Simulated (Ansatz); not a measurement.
```yaml
crystal:
  periodic: [false, false, false]
  atoms:
    - {symbol: Al, position_ang: [-0.523697, 1.210794, -2.717038]}
    - {symbol: O, position_ang: [1.901422, -0.000778, 0.121529]}
    - {symbol: C, position_ang: [0.820892, -1.195317, 2.705478]}
    - {symbol: H, position_ang: [-0.649172, -3.102145, 2.328390]}
    - {symbol: H, position_ang: [-0.457855, 0.404829, 4.028217]}
    - {symbol: H, position_ang: [2.637482, -1.977557, 4.116784]}
    - {symbol: H, position_ang: [1.517342, 2.411678, -5.423430]}
    - {symbol: H, position_ang: [-2.659807, 3.832193, -1.412513]}
    - {symbol: H, position_ang: [-2.586608, -1.583675, -3.747439]}
basis:
  gaussian: {orbitals: "6-31G*"}
total_charge: -1
hamiltonian: {xc: {name: wB97}}
scf: {lower_state_search: off}
output: {forces: true}
```

```sh
$ ansatz run in.yaml --threads 4 --pin off --events-out ev --progress --plain --max-ram 3916MiB
```

Shortened log:

```
Functional definition: wB97
782 factors; their error is unknown
273 factors; integrals over basis functions are off by at most 8.3e-5 eV
mean field evaluation 1: about -9718.2744 eV, gradient 5.2e1 eV
mean field evaluation 2: about -9547.9043 eV, gradient 2.0e2 eV
mean field evaluation 4: about -9697.3568 eV, gradient 8.8e1 eV
mean field evaluation 8: about -9740.4930 eV, gradient 8.2e0 eV
mean field evaluation 16: about -9741.9343 eV, gradient 1.8e-1 eV
mean field -9741.93972982 eV, -358.0096817471 hartree, gradient 1.5e-6 eV, S^2 0.000000; 0 other end points of the search recorded, 0 dependent functions left out
reference -9741.93971436 eV, -358.0096811787 hartree; 17, 17 occupied and 44, 44 virtual orbitals, 782 factors
Total energy: -9741.93971436 eV, -358.0096811787 hartree
Atom 0 at    -0.523697     1.210794    -2.717038 Å, force    -0.415593     0.158365    -0.388214 eV/Å
Atom 1 at     1.901422    -0.000778     0.121529 Å, force    -0.553776    -0.309978     0.654507 eV/Å
Atom 2 at     0.820892    -1.195317     2.705478 Å, force    -0.468122    -0.567134     1.220191 eV/Å
Atom 3 at    -0.649172    -3.102145     2.328390 Å, force     1.521472     1.975279     0.510274 eV/Å
Atom 4 at    -0.457855     0.404829     4.028217 Å, force     1.317450    -1.750552    -1.294757 eV/Å
Atom 5 at     2.637482    -1.977557     4.116784 Å, force    -2.010844     0.790944    -1.408158 eV/Å
Atom 6 at     1.517342     2.411678    -5.423430 Å, force    -0.565757    -0.348601     0.786922 eV/Å
Atom 7 at    -2.659807     3.832193    -1.412513 Å, force     0.597517    -0.718918    -0.360878 eV/Å
Atom 8 at    -2.586608    -1.583675    -3.747439 Å, force     0.577652     0.770595     0.280113 eV/Å
Dipole moment:    -0.145223     0.874977    -1.956598 e Å
Checks for a lower state left out: stability, starts, cluster_reference, orbital_swaps, neighbouring_geometries, increment
```

In this input the geometry is stretched to more than twice its size. The calculation finished and met its thresholds. The result belongs to that input, not to the species as meant.

The 6-31G sets use Cartesian d functions. The highest occupied level of an anion often lies above zero with these methods, and sets without diffuse functions describe the outer electron poorly.
